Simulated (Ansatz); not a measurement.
# CH3BCl radical: one species, many methods

The task here is to estimate one member of a computed series from the others.

The runs use Ansatz 0.2.0, Gaussian basis; functionals in def2-TZVPP, the program's frozen cores in correlated methods.

Plan: LDA (SPW92), PBE-D4, revPBE-D4, BLYP-D4, r2SCAN-D4, B97M-V, PBE0-D4, B3LYP-D4, r2SCANh-D4, r2SCAN0-D4, HSE06-D4, BHLYP-D4, CAM-B3LYP-D4, LC-ωPBE, ωB97X-V, ωB97M-V, B2PLYP, PBE-QIDH; CCSD(T)/def2-SVP; CCSD(T)/def2-TZVPP; MP2/def2-QZVPP; extrapolation to the limit; RPA on PBE.

## The geometry

An earlier PBE0-D4 in a triple-zeta def2 set relaxation fixed the geometry.

SMILES `C[B]Cl`, 6 atoms, charge 0, spin multiplicity 2.

Atoms are counted from 1 here; the program's logs count them from 0.

Bond lengths: C1–B2 1.544 Å, C1–H4 1.099 Å, C1–H5 1.095 Å, C1–H6 1.091 Å, B2–Cl3 1.727 Å. Angles: B2–C1–H4 106.5°, B2–C1–H5 113.2°, B2–C1–H6 113.0°, H4–C1–H5 107.3°, H4–C1–H6 106.6°, H5–C1–H6 109.9°, C1–B2–Cl3 126.1°.

The first run:

in.yaml

```yaml
crystal:
  periodic: [false, false, false]
  atoms:
    - {symbol: C, position_ang: [-0.289912, 0.325247, -0.312353]}
    - {symbol: B, position_ang: [0.195337, -1.059515, 0.167719]}
    - {symbol: Cl, position_ang: [1.467766, -1.355694, 1.297794]}
    - {symbol: H, position_ang: [-1.073512, 0.641660, 0.390670]}
    - {symbol: H, position_ang: [0.494183, 1.088802, -0.289653]}
    - {symbol: H, position_ang: [-0.751961, 0.295401, -1.300377]}
basis:
  gaussian: {orbitals: def2-TZVPP}
magnetization: {spin_polarized: true, initial_magnetization: 1}
hamiltonian: {xc: lda}
output: {orbitals: {seedname: orbitals}}
```

Steps of the session up to this table: LDA; PBE-D4 (GGA); revPBE-D4 (GGA); BLYP-D4 (GGA); r2SCAN-D4 (meta-GGA); B97M-V (meta-GGA); PBE0-D4 (hybrid); B3LYP-D4 (hybrid); r2SCANh-D4 (hybrid); r2SCAN0-D4 (hybrid); HSE06-D4 (hybrid); BHLYP-D4 (hybrid); CAM-B3LYP-D4 (range-separated); LC-ωPBE-D4 (range-separated; the results give it without D4); ωB97X-V (range-separated); ωB97M-V (range-separated); B2PLYP (double hybrid); PBE-QIDH (double hybrid).

One of the session's tables, all rows but one given; the rest of the session is left out.

It belongs to the step «Orbital energies across the functionals». 

| functional | HOMO (eV) | gap (eV) |
| --- | --- | --- |
| LDA (SPW92) | -4.35 | 1.59 |
| PBE-D4 | -4.41 | 1.99 |
| revPBE-D4 | -4.39 | 2.06 |
| BLYP-D4 | -4.24 | 1.86 |
| r2SCAN-D4 | -4.79 | 2.63 |
| B97M-V | -4.44 | 2.06 |
| PBE0-D4 | -5.68 | 4.27 |
| B3LYP-D4 | -5.41 | 3.63 |
| r2SCANh-D4 | -5.25 | 3.46 |
| r2SCAN0-D4 | -5.96 | 4.70 |
| HSE06-D4 | -5.28 | 3.47 |
| BHLYP-D4 | -6.81 | 6.23 |
| CAM-B3LYP-D4 | -7.00 | 6.47 |
| LC-ωPBE | -8.46 | 9.38 |
| ωB97X-V | -7.91 | 8.30 |
| ωB97M-V | ? | ? |

**Question.** Estimate the row for ωB97M-V.

As computed: HOMO (eV): -7.53; gap (eV): 7.70. In the column «HOMO (eV)» it lies between ωB97X-V (-7.91) and CAM-B3LYP-D4 (-7.00).
